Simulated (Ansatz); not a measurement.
Process, species as SMILES: [Si-]#[O+] (O-Si) + 3 [H][H] (H2) → O (H2O) + [SiH4] (SiH4)
B3LYP-D3(BJ)/def2-TZVP geometries, fixed; electronic energies without zero-point terms.

Basis-set convergence of the energy of full hydrogenation at CCSD(T) with Ansatz (a first-principles code). Cartesian d functions, on some or all atoms, in 6-311G**, 6-311+G**; all else is spherical. Cores are frozen. No added dispersion term, no relativity. Functions are those of the species that has most. Reference: Hartree-Fock in aug-cc-pV(Q+d)Z plus the correlation part extrapolated as X^-3 from aug-cc-pV(T+d)Z and aug-cc-pV(Q+d)Z, -38.28 kcal/mol, itself unsure by roughly 0.21 kcal/mol (a third of the extrapolation step and of the last Hartree-Fock step).

```tsv
basis	functions	energy of full hydrogenation (kcal/mol)
3-21G	22	[?]
def2-SVP	38	-39.00
6-311G**	51	[?]
6-311+G**	55	-37.06
aug-pcseg-1	63	-37.82
aug-cc-pV(D+d)Z	68	-42.19
pcseg-2	90	-37.75
pcseg-3	196	[?]
cc-pV(5+d)Z	320	[?]
```

### Question
Some entries are withheld; supply them.

### Answer

- 3-21G, energy of full hydrogenation (kcal/mol): -0.16
- 6-311G**, energy of full hydrogenation (kcal/mol): -35.35
- pcseg-3, energy of full hydrogenation (kcal/mol): -37.36
- cc-pV(5+d)Z, energy of full hydrogenation (kcal/mol): -37.40
